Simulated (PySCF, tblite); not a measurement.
**C5H9P: geometry, infrared bands and NMR shifts**

What infrared bands and NMR shifts should C5H9P (`CP1C=CCC1`) show?

Programs: tblite 0.8.0 and PySCF 2.14.0, with density-fitted response routines of our own. Each step states its level of theory. These are calculated values for one molecule in the gas phase, unless marked as measured. Atoms count from 0, in the outputs and in this text.

## Step 1: The starting structure

15 atoms, charge 0, multiplicity 1; geometry from: force field or distance geometry start.

Bonds of the start (Å): C0–P1 1.84, P1–C2 1.84, C2–C3 1.35, C3–C4 1.50, C4–C5 1.52, C5–P1 1.86, C0–H6 1.10, C0–H7 1.09, C0–H8 1.09, C2–H9 1.09, C3–H10 1.08, C4–H11 1.10, C4–H12 1.10, C5–H13 1.09, C5–H14 1.09.

## Step 2: Optimising the geometry with GFN2-xTB

The job: settings as JSON, then the geometry in Å.

```
{"job": {"kind": "relax", "xc": "GFN2-xTB", "basis": "xTB"}, "charge": 0, "multiplicity": 1}
C      1.912600     0.685300    -0.150300
P      0.758500     0.199000     1.196700
C     -0.704900     1.221500     0.755000
C     -1.521200     0.567700    -0.095000
C     -1.109500    -0.822300    -0.499200
C     -0.017100    -1.316400     0.439400
H      1.426400     0.671600    -1.136800
H      2.768900     0.015600    -0.174600
H      2.285900     1.697300     0.026100
H     -0.913700     2.231600     1.104400
H     -2.430700     1.002200    -0.481500
H     -0.745900    -0.791100    -1.537800
H     -1.967500    -1.504600    -0.473000
H     -0.459600    -1.906800     1.245100
H      0.713400    -1.942700    -0.067600
```

Launch:

```
> OMP_NUM_THREADS=1 python probes_run.py task.json out
```

One launch serves the whole session: the jobs run in the order shown.

**Question.** This job is followed by: GFN2-xTB harmonic vibrations, gas phase; GIAO PBE0/pcSseg-1 NMR shielding, non-relativistic, gas phase. What will the session give for the following? strongest single infrared mode (GFN2-xTB); zero-point energy (GFN2-xTB); 13C shifts against TMS (PBE0/pcSseg-1); 1H shifts against TMS (PBE0/pcSseg-1, means over atoms taken as alike); 31P shifts against H3PO4 (PBE0/pcSseg-1).

As calculated:

```
                                                              quantity                               value
                             strongest single infrared mode (GFN2-xTB)                3058 cm⁻¹, 51 km/mol
                                          zero-point energy (GFN2-xTB)                       77.9 kcal/mol
                                13C shifts against TMS (PBE0/pcSseg-1)  148.4, 142.4, 37.0, 27.6, 17.1 ppm
1H shifts against TMS (PBE0/pcSseg-1, means over atoms taken as alike)    6.52, 6.42, 2.80, 1.76, 0.96 ppm
                              31P shifts against H3PO4 (PBE0/pcSseg-1)                           -32.5 ppm
```

In words: Relaxing lowered the energy by 0.080 eV in 41 steps; the close pair that moved most is C0–P1, from 1.839 to 1.862 Å. All 39 modes are real, so the xTB geometry is a minimum. The strongest single mode, at 3058 cm⁻¹, moves mainly H10. Unscaled tight-binding wavenumbers are off by several per cent, some by more. Its intensities can rank the bands wrongly.
